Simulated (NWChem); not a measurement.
phosphine (PH3); SMILES P

```xyz
4

P      0.0000     0.0000     0.1336
H      0.4028    -1.1193    -0.6421
H     -1.1707     0.2109    -0.6421
H      0.7680     0.9085    -0.6421
```
Atoms are numbered in this order, from 1.

All runs: NWChem. The geometry was optimised at PBE0-D3(BJ)/def2-TZVP. Ions are spin-unrestricted doublets at the neutral geometry; other ion states weren't tried. Functional: LC-ωPBE (HJS hole) with def2-SVP; the question gives the range parameter ω in 1/bohr.

Q: Estimate the computed values for range parameter (1/bohr) 0.30. Quantities: vertical ionisation energy, ΔSCF (eV); −ε(HOMO) (eV).

A: The vertical ionisation energy, ΔSCF (eV) is 10.52. The −ε(HOMO) (eV) comes out as 10.01.
